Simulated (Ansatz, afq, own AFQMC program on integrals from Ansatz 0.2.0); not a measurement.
**Where AFQMC and coupled cluster stand for AlNH$_{3}$, doublet**

```xyz
5

Al    0.0000    0.0000    0.8013
N     0.0000    0.0000   -1.5767
H     0.0000    1.4073    1.5212
H     0.0000   -1.4073    1.5212
H     0.0000    0.0000   -2.5816
```

Connectivity, by distances: AlH2–NH.

Basis cc-pVDZ. Only valence electrons are correlated. Integrals, coupled cluster, full CI and functionals: Ansatz 0.2.0; the random walks run on the same integrals in our own AFQMC program. ph-AFQMC/CISD is guided by a CISD state made of CCSD amplitudes; releasing the constraint for a short imaginary time cuts its bias at the price of noise, slowly where states lie close. Uncertainties: one standard error, sampling alone.

Determinant: UHF, the one that the program's search chose, which needn't be the lowest solution. The geometry is a point of a scan.

No full CI on the walks' own integrals is used here; CCSDT(Q) serves as the reference and is uncertain by about the last step of the cluster series.

Cautions: unrestricted determinant slightly spin contaminated (⟨S²⟩ 0.80 against 0.75).

```
T1 diagnostic                               : 0.0323
weight of the determinant in the CISD state : 0.870
⟨S²⟩ of the determinant                     : 0.802
size of the correlated space                : 11 electrons in 41 orbitals
```

Reference: CCSDT(Q), correlation energy -6.802 eV. The released energy is read at 2.40 1/Eh (meV from the phaseless value at times in 1/Eh: 1 ± 16 at 0.24, -16 ± 17 at 0.51, -15 ± 19 at 0.99, -42 ± 24 at 1.62, -27 ± 29 at 2.40).

```json
{"level": "HF", "E − E(reference) (kJ/mol)": "656.3", "share of correlation (%)": "0.00"}
{"level": "MP2", "E − E(reference) (kJ/mol)": "113.3", "share of correlation (%)": "82.74"}
{"level": "CCSD", "E − E(reference) (kJ/mol)": "25.6", "share of correlation (%)": "96.10"}
{"level": "CCSD(T)", "E − E(reference) (kJ/mol)": "7.2", "share of correlation (%)": "98.91"}
{"level": "CCSDT", "E − E(reference) (kJ/mol)": "2.7", "share of correlation (%)": "99.59"}
{"level": "ph-AFQMC/HF", "E − E(reference) (kJ/mol)": "-14.0 ± 5.2", "share of correlation (%)": "102.14"}
{"level": "ph-AFQMC/CISD", "E − E(reference) (kJ/mol)": "3.6 ± 2.1", "share of correlation (%)": "99.45"}
{"level": "released AFQMC", "E − E(reference) (kJ/mol)": "1.1 ± 2.8", "share of correlation (%)": "99.84"}
```

A walk keeps the symmetry of its determinant, which the program's search chose and which needn't be the lowest solution, so a lower state of the same spin and another symmetry isn't excluded. Released energies are given only where the last usable release times agree within the noise; a slower fall can still hide under it.
